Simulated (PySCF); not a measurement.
Fluorine: a sound run and one with changed settings

Sound run: F [He] 2s2 2p5, F+ [He] 2s2 2p4. All numbers are calculated (PySCF 2.14, the non-relativistic Hamiltonian (point nucleus), in def2-TZVP (5s3p2d1f, 31 functions)). In the sound run the correlated levels freeze 1s2. The sound run starts from symmetry-adapted Hartree-Fock orbitals and uses a fine grid where one is needed.

Changed run: a valence shell is frozen. This setting is unsound on purpose.

| species | method | sound run (hartree) | changed run (hartree) | converged |
| --- | --- | --- | --- | --- |
| F | MP2 | -99.60959 | -99.53369 | yes |
| F | CCSD(T) | -99.62506 | -99.54106 | yes |
| F+ | MP2 | -98.97723 | -98.90292 | yes |
| F+ | CCSD(T) | -98.99489 | -98.90986 | yes |

Ionisation energy of F:

```tsv
method	sound run (eV)	changed run (eV)
UHF	15.655	15.655
MP2	17.207	17.164
SCS-MP2	17.192	17.225
CCSD	17.106	17.138
CCSD(T)	17.148	17.176
```

Freezing a valence shell removes pair correlation that changes on ionisation.

For comparison, NIST gives 17.423 eV between the lowest levels.
